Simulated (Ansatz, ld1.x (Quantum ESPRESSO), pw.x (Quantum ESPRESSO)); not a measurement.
## Mg (Z = 12): one change to the ultrasoft potential, in the atom and in the fcc crystal

```json
{
 "Element": "Mg (Z = 12)",
 "Generator": "ld1.x (Quantum ESPRESSO) 7.5",
 "Type": "ultrasoft",
 "Functional": "LDA (PW92)",
 "Relativity": "scalar-relativistic",
 "Frozen core": "[Ne]",
 "Valence charge": "2",
 "Reference configuration": "3s1.75 3p0 (charge +0.25)",
 "Partial waves": "3s (bound): rcut 2.15, rcutus 2.35 bohr; 3s channel at -0.05 Ry: rcut 2.15, rcutus 2.35 bohr; 3p (bound, empty): rcut 1.95, rcutus 2.55 bohr; 3p channel at 2.05 Ry: rcut 1.95, rcutus 2.55 bohr",
 "Local potential": "all-electron potential smoothed inside 2.15 bohr (lloc = -2)",
 "Core correction": "none",
 "Augmentation charge": "built from norm-conserving waves at rcut, not smoothed further"
}
```

Change: waves 3p (bound): rcut 1.95, rcutus 3.32 bohr; 3p channel at 2.05 Ry: rcut 1.95, rcutus 3.32 bohr.

Cutoffs, loose and tight: the cutoffs (Ry, on a coarse ladder) from which the occupation-weighted sum of valence levels, in a spherical-Bessel basis at the reference potential, stays within 10 and 1 mRy of its value at 400 Ry. They do not see the model core or the augmentation charge, which bear on the density cutoff. Test errors are all-electron minus pseudo excitation energies from the reference, over the configurations 3s2 3p0; 3s1 3p0; 3s1.5 3p0; 3s0 3p1; 3s0 3p2; 3s1 3p1 (two spin-polarised tests are not counted in the largest error); variants that change the core or the reference have their own tests.

Crystal test: fcc Mg in pw.x 7.5, no spin, 13³ k-points, Fermi–Dirac smearing 0.01 Ry, cutoffs set for each file from its atomic test. The reference is all-electron LAPW (Ansatz 0.2.0) with the same functional, mesh and smearing; V0 and B0 come from Birch–Murnaghan fits to the pressures at five volumes. Errors are pseudo minus all-electron; Δ is the rms difference of the E(V) curves that follow from these fits, minima aligned, over ±6 % about the mean V0. Mesh and smearing are coarse, so the numbers serve the comparison and aren't converged zero-temperature values; the lattice is a test structure that the element need not adopt.

All-electron: a0 = 4.436 Å (V0 = 21.83 Å³/atom), B0 = 38.5 GPa.

Question: Does the change bring the crystal closer to the all-electron result?

Answer: The mean pressure error goes from +0.28 to +0.15 GPa, so the change moves the solid closer to the all-electron pressures.

```
                       quantity       base    changed
                 outcome (atom)  generated  generated
           cutoff, loose (atom)       6 Ry       6 Ry
           cutoff, tight (atom)       6 Ry       6 Ry
            bound ghosts (atom)       none       none
largest test error (meV) (atom)       +102       +102
           cutoffs in pw.x (Ry)     40/600     40/600
                         a0 (Å)      4.448      4.442
                   a0 error (%)      +0.25      +0.14
                   B0 error (%)       -4.3       -2.9
                   Δ (meV/atom)        1.3        0.7
      mean pressure error (GPa)      +0.28      +0.15
```

Changed file: The largest radius (3.32 bohr) exceeds half the bond length (2.97 bohr), so the spheres overlap, which is one possible source of error among others. The atomic cutoffs weigh occupied waves only.
